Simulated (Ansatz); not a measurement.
## Basis-set limit of H2O⁺, quartet

```xyz
3

O     0.0000   -0.0646    0.0000
H     0.0000    0.5128   -0.8211
H     0.0000    0.5128    0.8211
```

Ansatz 0.2.0, UHF determinant, valence electrons correlated. Energies in eV.

```
       set  X  functions  Hartree–Fock  MP2 correlation  CCSD(T) correlation                                                               time
def2-TZVPP  3         59    -2047.4214          -4.2921              -4.9745             1.5 s on 1 thread of Arm Neoverse V1, on a shared host
def2-QZVPP  4        117    -2047.5347          -4.6773              -5.3299  8.5 s on 1 thread of Arm Neoverse V1, with other jobs on the host
```

Hartree–Fock is taken to follow E(X) = E∞ + A·exp(−7.88·√X), correlation E(X) = E∞ + B·X^−2.97.

Cautions: another spin lies lower.

Question: Work out the CCSD(T) energy at the limit, and how far the shortcut misses it that extrapolates MP2 and adds CCSD(T) minus MP2 from the smaller set.

Answer: Hartree–Fock: E∞ = E4 + 0.1377·(E4 − E3) = -2047.5503. Correlation: E∞ = E4 + 0.7407·(E4 − E3) = -5.5931 for CCSD(T) and -4.9626 for MP2. The limit is -2053.1434 eV, 0.279 eV below def2-QZVPP. The shortcut gives a correlation energy of -4.9626 + (-0.6824) = -5.6450, 52 meV lower than the direct value.
